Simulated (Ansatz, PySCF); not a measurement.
Enthalpy of formation at 298 K: 9 cases among radicals of boron compounds, in kcal/mol, species as SMILES. Terms: non-relativistic; 6-311+G** with 5d, 6d on Na to Ar in Ansatz (a quantum-chemistry and plane-wave program); no spin-orbit coupling; dispersion terms only where a functional's name holds one; UHF or UKS for open shells; frozen cores in correlated levels; six Cartesian d functions in 6-31G* and its kin unless marked 5d. CBS(X,Y): correlation extrapolated as X^-3; Hartree-Fock from the larger set (for Q and 5 zeta extrapolated as (X+1)exp(-9√X)). [CCSD(T)-MP2]/basis is that difference in the basis named. Ab initio and DFT rows: single points at B3LYP-D3(BJ) geometries (Ansatz), with unscaled harmonic terms from B3LYP/6-31G* (Ansatz) at its own minima, enthalpies of formation by atomisation with measured atoms. A UHF reference is markedly spin-contaminated in at least one set, which strains HF and MP2.

Coupled cluster (Ansatz) is a level with limits of its own, used here on species with T1 under 0.025 (0.045 for open shells) and stable references: (a) RI-MP2/CBS(aug-cc-pV(T+d)Z,aug-cc-pV(Q+d)Z)+[CCSD(T)-MP2]/aug-cc-pV(T+d)Z; (b) RI-MP2/CBS(cc-pV(T+d)Z,cc-pV(Q+d)Z)+[CCSD(T)-MP2]/cc-pV(T+d)Z; (c) CCSD(T)/CBS(aug-cc-pV(T+d)Z,aug-cc-pV(Q+d)Z); (d) CCSD(T)/CBS(cc-pV(T+d)Z,cc-pV(Q+d)Z); (e) CCSD(T)/CBS(def2-TZVPPD,def2-QZVPPD); (f) CCSD(T)/CBS(cc-pV(Q+d)Z,cc-pV(5+d)Z).

| species | atoms | coupled cluster | difference of HF/3-21G (Ansatz) | difference of HF/STO-3G (Ansatz) | difference of HF/6-31G* (Ansatz) | difference of PBE0/6-311+G** (Ansatz) | difference of M06-2X/6-31G* (5d) (PySCF) | difference of PBE/def2-TZVPD (Ansatz) | difference of wB97X-V/def2-TZVPD (Ansatz) |
|---|---|---|---|---|---|---|---|---|---|
| [B]=O | 2 | 4.9 (f) | 82.6 | 55.1 | 59.8 | 0.5 | -4.3 | -12.8 | 2.9 |
| F[B]F | 3 | -117.6 (d) | 87.7 | 71.8 | 68.0 | 5.8 | -7.7 | -14.1 | 1.1 |
| Cl[B]Cl | 3 | -6.7 (d) | 82.3 | 15.7 | 47.3 | -5.5 | -3.9 | -14.0 | -1.8 |
| [BH2] (BH2) | 3 | 79.5 (f) | 31.1 | -35.7 | 24.2 | -2.3 | -4.9 | -2.4 | -2.0 |
| [BH]F (BHF) | 3 | -19.6 (c) | 61.0 | 17.0 | 48.0 | 1.7 | -5.7 | -8.8 | -0.7 |
| B=[N] (BNH) | 3 | 93.5 (c) | 94.0 | 52.2 | 72.6 | -3.9 | -4.8 | -15.4 | -5.3 |
| [BH]N (BNH3) | 5 | 36.8 (e) | 122.9 | 52.7 | 109.0 | -3.4 | 0.5 | -13.3 | -3.3 |
| F[B]B(F)F | 5 | -188.0 (b) | 141.0 | 95.6 | 116.1 | 3.6 | -15.7 | -26.4 | -2.8 |
| [BH2-][NH3+] (BNH5) | 7 | 36.7 (a) | 155.1 | 48.9 | 143.6 | 0.7 | 5.5 | -8.1 | -0.5 |

```csv
level,cases,mean signed difference,mean absolute difference,median absolute difference,largest absolute difference
HF/3-21G (Ansatz),9,95.30,95.30,87.70,155.1
HF/STO-3G (Ansatz),9,41.48,49.41,52.20,95.6
HF/6-31G* (Ansatz),9,76.51,76.51,68.00,143.6
PBE0/6-311+G** (Ansatz),9,-0.31,3.04,3.40,5.8
M06-2X/6-31G* (5d) (PySCF),9,-4.56,5.89,4.90,15.7
PBE/def2-TZVPD (Ansatz),9,-12.81,12.81,13.30,26.4
wB97X-V/def2-TZVPD (Ansatz),9,-1.38,2.27,2.00,5.3
```

HF/3-21G lies above in 9 of 9 cases and within 2 kcal/mol in 0; mean signed difference 95.30 kcal/mol, mean absolute 95.30 kcal/mol (73.12 over the 6 cases of up to 3 atoms, 139.67 over the larger). These figures hold for the species listed. A straight line through its differences against the number of atoms has a slope of 20.38 kcal/mol an atom.

How the rows were picked: cases drawn at random among the computed members of the class with clean coupled-cluster diagnostics. The batch they came from held 11 cases of this property in the class: 0 with a tabulated value, 11 with clean coupled cluster alone, 0 with neither, which enter no statistics. The levels are drawn from those run on every case listed, the commonest habits more often. No case is left out for the size of its miss. Left out are saddle points of the reference geometry, anions that the best level run finds unbound, excited spin states, species near biochemistry, 298 K rows of species without real B3LYP wavenumbers, cases with under five habitual levels, runs that failed or that the program found above a lower state of the same kind, table entries that another table contradicts, and a share of species set aside by lot.
